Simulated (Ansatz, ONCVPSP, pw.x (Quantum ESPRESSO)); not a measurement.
Equation-of-state test of one ONCV potential (W (Z = 74))

| Property | Result |
| --- | --- |
| Element | W (Z = 74) |
| Generator | ONCVPSP 4.0.1.1 (patched build) |
| Type | optimised norm-conserving Vanderbilt (ONCV) |
| Functional | PBE |
| Relativity | scalar-relativistic |
| Frozen core | [Kr] 4d10 4f14 |
| Valence charge | 14 |
| Reference configuration | 5s2 5p6 5d4 6s2 |
| Partial waves | 5s+6s: rc 1.65 bohr, ncon 4, nbas 7, qcut 6.7 1/bohr, 2 projectors; 5p: rc 1.55 bohr, ncon 4, nbas 8, qcut 8.8 1/bohr, 3 projectors, debl 2.9 Ha; 5d: rc 1.70 bohr, ncon 4, nbas 8, qcut 6.7 1/bohr, 2 projectors, debl 0.5 Ha; f scattering state at 0.28 Ha: rc 1.60 bohr, ncon 4, nbas 9, qcut 7.3 1/bohr, 1 projector |
| Local potential | polynomial inside 1.25 bohr (lpopt 2, dvloc0 0 Ha) |
| Core correction | polynomial model core, fcfact 0.4 |

Atomic tests: cutoffs needed: 27 Ha and 32 Ha (the cutoffs (Ha) at which the residual kinetic energy of the hardest occupied pseudo-wave falls to 1 and 0.1 mHa per electron); ghost test: no bound ghost flagged; GHOST(+) flags only above 600 eV; largest excitation error: -31 meV (all-electron minus pseudo) for 5s2 5p6 5d3 6s0, out of 4 test configurations.

Crystal test: bcc W in pw.x 7.5, no spin, 14³ k-points, Fermi–Dirac smearing 0.01 Ry, cutoffs 75/300 Ry. The reference is all-electron LAPW (Ansatz 0.2.0) with the same functional, mesh and smearing; V0 and B0 come from Birch–Murnaghan fits to the pressures at five volumes. Errors are pseudo minus all-electron; Δ is the rms difference of the E(V) curves that follow from these fits, minima aligned, over ±6 % about the mean V0. Mesh and smearing are coarse, so the numbers serve the comparison and aren't converged zero-temperature values; the lattice is a test structure that the element need not adopt.

```json
{"V (Å³/atom)": "15.323", "P all-electron (GPa)": "17.51", "P pseudo (GPa)": "16.93"}
{"V (Å³/atom)": "15.727", "P all-electron (GPa)": "8.35", "P pseudo (GPa)": "7.78"}
{"V (Å³/atom)": "16.130", "P all-electron (GPa)": "0.30", "P pseudo (GPa)": "-0.27"}
{"V (Å³/atom)": "16.533", "P all-electron (GPa)": "-6.79", "P pseudo (GPa)": "-7.34"}
{"V (Å³/atom)": "16.936", "P all-electron (GPa)": "-13.02", "P pseudo (GPa)": "-13.56"}
```

All-electron: a0 = 3.184 Å (V0 = 16.15 Å³/atom), B0 = 300.6 GPa.

Pseudopotential: mean pressure error (GPa): -0.56; a0 (Å): 3.182; a0 error (%): -0.06; B0 error (%): +0.7; Δ (meV/atom): 2.0.

Problem. At the middle volume, how do free energy and pressure move when the wave cutoff is lowered (ecutrho kept at four times it)?

Solution.

| cutoff (Ry) | shift of F (meV/atom) | shift of P (GPa) |
| --- | --- | --- |
| 34 | +3588.1 | -90.13 |
| 45 | +831.0 | -37.73 |
| 60 | +47.6 | -4.21 |

Input at the middle volume:

```
&control
  calculation='scf', prefix='x', pseudo_dir='./', outdir='./tmp', tstress=.true., disk_io='none'
/
&system
  ibrav=0, nat=1, ntyp=1, ecutwfc=75, ecutrho=300, nbnd=15,
  occupations='smearing', smearing='fd', degauss=0.01
/
&electrons
  conv_thr=1e-09, mixing_beta=0.4, electron_maxstep=70
/
ATOMIC_SPECIES
W 1.0 W.UPF
CELL_PARAMETERS angstrom
  -1.59168867 1.59168867 1.59168867
  1.59168867 -1.59168867 1.59168867
  1.59168867 1.59168867 -1.59168867
ATOMIC_POSITIONS crystal
W 0.0000 0.0000 0.0000
K_POINTS automatic
14 14 14 0 0 0
```

```bash
pw.x < W.scf.in > W.scf.out
```

Lines of the output:

```
Message from routine setup:
     using ibrav=0 with symmetry is DISCOURAGED, use correct ibrav instead
     lattice parameter (alat)  =       5.2098  a.u.
     unit-cell volume          =     108.8506 (a.u.)^3
     number of electrons       =        14.00
     number of Kohn-Sham states=           15
     kinetic-energy cutoff     =      75.0000  Ry
     charge density cutoff     =     300.0000  Ry
     scf convergence threshold =      1.0E-09
     Exchange-correlation= PBE
     number of k points=   104  Fermi-Dirac smearing, width (Ry)=  0.0100
     iteration #  1     ecut=    75.00 Ry     beta= 0.40
     total energy              =    -163.66562444 Ry
     estimated scf accuracy    <       0.03974364 Ry
     iteration #  2     ecut=    75.00 Ry     beta= 0.40
     total energy              =    -163.66629532 Ry
     estimated scf accuracy    <       0.00631052 Ry
     iteration #  3     ecut=    75.00 Ry     beta= 0.40
     total energy              =    -163.66711667 Ry
     estimated scf accuracy    <       0.00039578 Ry
     iteration #  4     ecut=    75.00 Ry     beta= 0.40
     total energy              =    -163.66714141 Ry
     estimated scf accuracy    <       0.00000643 Ry
     iteration #  5     ecut=    75.00 Ry     beta= 0.40
     total energy              =    -163.66714460 Ry
     estimated scf accuracy    <       0.00000052 Ry
     iteration #  6     ecut=    75.00 Ry     beta= 0.40
     total energy              =    -163.66714474 Ry
     estimated scf accuracy    <       0.00000003 Ry
     iteration #  7     ecut=    75.00 Ry     beta= 0.40
     total energy              =    -163.66714475 Ry
     estimated scf accuracy    <          7.4E-09 Ry
     iteration #  8     ecut=    75.00 Ry     beta= 0.40
     the Fermi energy is    22.1440 ev
!    total energy              =    -163.66714475 Ry
     estimated scf accuracy    <          8.9E-12 Ry
     smearing contrib. (-TS)   =      -0.00240088 Ry
     The total energy is F=E-TS. E is the sum of the following terms:
     one-electron contribution =     -15.52107002 Ry
     hartree contribution      =      16.23714657 Ry
     xc contribution           =     -45.80967934 Ry
     ewald contribution        =    -118.57114108 Ry
     convergence has been achieved in   8 iterations
          total   stress  (Ry/bohr**3)                   (kbar)     P=       -2.66
     Message from routine punch:
     Nothing written, as per user request (disk_io='none')
```

The run at the middle volume (104 k-points, 8 iterations) took about 26 s on one core of a shared host (Neoverse-V1, 32 threads, 247 GiB, load 20).
